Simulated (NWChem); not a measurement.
Correlation energy of oxygen (O₂)

```
O
O 1 1.2000
```
Charge 0, spin multiplicity 3.

Program: NWChem. The geometry was optimised at UB3LYP/def2-SVP, a minimum by its harmonic frequencies.

Basis set: cc-pVDZ. Each correlation energy counts from its own Hartree-Fock reference.

The correlated methods keep 2 core orbitals frozen. The unpaired electrons of the parent sit in orbitals of symmetry b2g and b3g (D2h labels of the run); other states weren't searched. No SCF solution was tested for a lower state. Open-shell Hartree-Fock references start from PBE0 orbitals. Coupled-cluster values serve here as a point of comparison, not as the truth.

One of these methods gave a correlation energy of -376.0 mHa. Which?
A) URI-MP2
B) CCSD(T) on UHF
C) CCSDT on ROHF
D) CCSD on UHF

C, CCSDT on ROHF. The others give -356.5 (CCSD(T) on UHF), -343.1 (URI-MP2), -347.0 (CCSD on UHF).
